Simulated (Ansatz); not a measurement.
`O=NO` → `O=N[O-]` + H⁺  (deprotonation)

Isolated molecules relaxed with PBE0-D4/def2-TZVP in Ansatz; ΔE leaves out vibrations. CCSD(T)/CBS adds triple-zeta CCSD(T) − MP2 to the extrapolated MP2 energy (def2 sets, frozen cores). This one scheme is used for every species, atoms too. DFT in def2-TZVPP. HSE06 is defined as in plane-wave codes. Anions take the def2 sets with diffuse functions and neutrals don't, so finite-basis rows favour the anion. Each species was taken in one conformer, which may not be the lowest.

```json
{"level": "revPBE-D4", "ΔE (kJ/mol)": "1443.6", "difference from CCSD(T)/CBS": "-12.2"}
{"level": "HSE06-D4", "ΔE (kJ/mol)": "1446.8", "difference from CCSD(T)/CBS": "-9.0"}
{"level": "ωB97M-V", "ΔE (kJ/mol)": "1434.8", "difference from CCSD(T)/CBS": "-21.0"}
{"level": "PBE-QIDH", "ΔE (kJ/mol)": "1445.1", "difference from CCSD(T)/CBS": "-10.7"}
{"level": "r2SCAN", "ΔE (kJ/mol)": "1449.3", "difference from CCSD(T)/CBS": "-6.5"}
{"level": "r2SCANh", "ΔE (kJ/mol)": "1450.2", "difference from CCSD(T)/CBS": "-5.6"}
{"level": "HSE06", "ΔE (kJ/mol)": "1446.9", "difference from CCSD(T)/CBS": "-8.9"}
{"level": "BHLYP", "ΔE (kJ/mol)": "1450.0", "difference from CCSD(T)/CBS": "-5.8"}
{"level": "CAM-B3LYP", "ΔE (kJ/mol)": "1431.7", "difference from CCSD(T)/CBS": "-24.1"}
{"level": "LC-ωPBE", "ΔE (kJ/mol)": "1445.8", "difference from CCSD(T)/CBS": "-10.0"}
{"level": "MP2/def2-SVP", "ΔE (kJ/mol)": "1330.2", "difference from CCSD(T)/CBS": "-125.6"}
{"level": "CCSD(T)/def2-SVP", "ΔE (kJ/mol)": "1341.7", "difference from CCSD(T)/CBS": "-114.1"}
{"level": "SCS-MP2/def2-TZVPP", "ΔE (kJ/mol)": "1442.0", "difference from CCSD(T)/CBS": "-13.8"}
{"level": "CCSD(T)/def2-TZVPP", "ΔE (kJ/mol)": "1444.2", "difference from CCSD(T)/CBS": "-11.6"}
{"level": "MP2/def2-QZVPP", "ΔE (kJ/mol)": "1435.0", "difference from CCSD(T)/CBS": "-20.8"}
{"level": "HF/CBS(def2)", "ΔE (kJ/mol)": "1473.1", "difference from CCSD(T)/CBS": "17.3"}
{"level": "CCSD(T)/CBS", "ΔE (kJ/mol)": "1455.8", "difference from CCSD(T)/CBS": "0"}
```

Largest T1 diagnostic among the species: 0.025, so the coupled-cluster value is less sure than usual.

From BLYP to BHLYP (50 % exact exchange), in def2-TZVPP and without D4, ΔE moves by +19.9 kJ/mol. At CCSD(T), def2-SVP lies −114.1 kJ/mol from the extrapolated value and def2-TZVPP −11.6 kJ/mol. Leaving LDA and LC-ωPBE aside and taking each functional with its dispersion term where it has one, the values, not all of them listed here, spread over 21.9 kJ/mol, from BLYP-D4 to r2SCAN0-D4. LDA lies −30.1 kJ/mol from PBE without D4.
